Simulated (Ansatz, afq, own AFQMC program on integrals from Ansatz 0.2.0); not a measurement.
AlSiH, singlet → AlSiH, triplet

```yaml
atoms:
  - { symbol: Si, position_ang: [0.0000, 0.0000, 2.1008] }
  - { symbol: Al, position_ang: [0.0000, 0.0000, -0.2530] }
  - { symbol: H, position_ang: [0.0000, 0.0000, -1.8478] }
```

Connectivity, by distances: Si–AlH.

E(triplet, charge +0) − E(singlet, charge +0) at this geometry, on RHF and ROHF determinants.

Basis 6-31G. Noble-gas cores (and the filled d shells of Ga–Kr and In–Xe) are frozen. Ansatz 0.2.0 and our own AFQMC program on the same integrals; the CISD trial comes from CCSD amplitudes, and released means the phaseless constraint is let go. ± is one standard error of the sampling. The errors of all members are added in quadrature.

Full CI on the same integrals is exact in this basis and with this determinant's frozen core.

Errors are counted within 6-31G, not against nature.

Cautions: AlSiH (singlet): another spin lies lower, restricted determinant unstable towards unrestricted (UHF 704 meV lower, ⟨S²⟩ 1.00), strong correlation (T1 0.029, weight of the determinant 0.86, largest double 0.17), the CCSDT(Q) amplitudes may be one of several solutions (largest double 0.63), the CCSDTQ amplitudes may be one of several solutions (largest double 0.93), the released energies are still falling, so no released level is given (meV from the phaseless value at times in 1/Eh: -3 ± 4 at 0.24, -5 ± 3 at 0.51, -7 ± 3 at 0.99, -14 ± 3 at 1.62, -18.6 ± 2.4 at 2.40), the determinant fills πx and πy unequally, so it mixes two states of the linear molecule, and each level undoes that mixture to a different degree, while full CI gives the lower state, CCSDTQ on the UHF determinant differs (605 meV lower), perhaps since the unrestricted series falls towards higher spin, its ph-AFQMC/CISD value lies 94 ± 4 meV above full CI; AlSiH (triplet): its ph-AFQMC/CISD value lies 19 ± 3 meV above full CI; core correlation is missing, and it shifts such a gap most where an s electron is promoted.

Reference (full CI): -13.9 kcal/mol.

| level | vertical spin gap (kcal/mol) | error against FCI (kcal/mol) |
| --- | --- | --- |
| HF | -24.7 | -10.8 |
| MP2 | -18.4 | -4.5 |
| CCSD | -15.9 | -1.9 |
| CCSD(T) | -15.6 | -1.7 |
| CCSDT | -14.9 | -1.0 |
| CCSDT(Q) | -14.1 | -0.2 |
| CCSDTQ | -14.0 | 0.0 |
| ph-AFQMC/CISD | -15.7 ± 0.1 | -1.7 ± 0.1 |

Correlation beyond CCSD(T) adds 1.7 kcal/mol. The perturbative (T) step is worth +0.2 kcal/mol. Where a determinant mixes two states, these steps and errors hold in part the undoing of that mixture, and only full CI is sure.

CCSDT and higher add their correlation energy to the determinant of the CCSD(T) run, since their own runs factorise the integrals more tightly (a shift of under 2 meV).
